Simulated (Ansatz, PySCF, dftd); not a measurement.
Species: C4H4S, charge 0, singlet. C4H4S (thiophene, SMILES c1ccsc1).
B3LYP-D3(BJ)/def2-TZVP minimum from Ansatz (a first-principles code):
```xyz
9

S     -0.0075     0.0093     1.1889
C     -0.0031     1.2348    -0.0155
C      0.0032    -1.2349     0.0038
C      0.0061     0.7012    -1.2720
C      0.0098    -0.7210    -1.2609
H     -0.0076     2.2744     0.2670
H      0.0041    -2.2700     0.3026
H      0.0102     1.2987    -2.1721
H      0.0169    -1.3325    -2.1515
```

Property: enthalpy of formation at 298 K (by atomisation, with rigid-rotor harmonic-oscillator terms from PySCF's Hessian at B3LYP-D3(BJ)/def2-TZVP and the atoms' measured values of the G2/97 table; no spin-orbit terms), in kcal/mol. Open shells are spin-unrestricted; no spin-orbit coupling. Correlated methods leave the cores frozen. Rows without X2C or -DK are non-relativistic. CBS(X,Y): correlation extrapolated as X^-3, Hartree-Fock from the larger set. A bracket is a step between two methods taken in the basis named. Functionals run without relativity, which enters their misses. Double hybrids freeze cores in their MP2 part. 'core' is core correlation in cc-pwCVTZ (1s frozen past Ne), 'X2C' scalar relativity in cc-pVTZ-DK, both at CCSD(T). Where a partner has so few electrons that a lower coupled-cluster level is exact, that level stands in. The restricted determinant of C4H4S (c1ccsc1, singlet) is unstable towards broken spin symmetry in at least one set run.

Measured: 27.5 kcal/mol, 115.1 kJ/mol (G2/97 table in ASE (Curtiss et al.)); atomic spin-orbit terms, which the calculations lack, would raise the computed values.

| level | program | enthalpy of formation at 298 K (kcal/mol) | error against that value |
|---|---|---|---|
| HF/cc-pV(T+d)Z | Ansatz | 295.9 | 268.4 |
| B3LYP-D3(BJ)/def2-TZVPD | Ansatz + dftd3 | 27.8 | 0.3 |
| B2PLYP/def2-TZVPD | Ansatz | 37.7 | 10.2 |
| MP2/cc-pV(T+d)Z | Ansatz | 26.9 | -0.6 |
| CCSDT(Q)/cc-pV(D+d)Z | Ansatz | 104.2 | 76.7 |
| CCSD(T)/CBS(cc-pV(T+d)Z,cc-pV(Q+d)Z) + [CCSDT(Q) - CCSD(T)]/cc-pV(D+d)Z + core + X2C | Ansatz | 25.1 | -2.4 |
